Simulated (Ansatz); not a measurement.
Rock-salt TiC, treated with PBE (Ansatz, an electronic-structure program, PAW).

Settings: plane-wave cutoff 520 eV, 16×16×16 k mesh, Fermi–Dirac smearing 0.1 eV, perturbation theory, no spin polarisation, scalar-relativistic PAW data made under PBE.

The cell has the measured lattice parameters. Conventional cell: a = 4.3270 Å, b = 4.3270 Å, c = 4.3270 Å, α = 90.00°, β = 90.00°, γ = 90.00°.

```cif
data_CTi
_chemical_formula_sum 'Ti1 C1'
_space_group_name_H-M_alt 'P 1'
_space_group_IT_number 1
_cell_length_a 3.05965
_cell_length_b 3.05965
_cell_length_c 3.05965
_cell_angle_alpha 60.000
_cell_angle_beta 60.000
_cell_angle_gamma 60.000
loop_
_space_group_symop_operation_xyz
  'x, y, z'
loop_
_atom_site_label
_atom_site_type_symbol
_atom_site_fract_x
_atom_site_fract_y
_atom_site_fract_z
_atom_site_occupancy
Ti1 Ti 0.00000 0.00000 0.00000 1
C1 C 0.50000 0.50000 0.50000 1
```

Harmonic phonon frequencies (cm⁻¹; i marks an imaginary mode):

```tsv
q point	frequencies
Γ	…
X	287 287 357 520 520 591
U	285 341 359 549 595 633
```

Q: Fill in the missing entries.

A: 
- Γ, frequencies: 0 0 0 518 518 518

No imaginary mode appears at these points.

Note: the cell isn't this level's own, so it is under some stress, which shifts stiffness and frequencies.
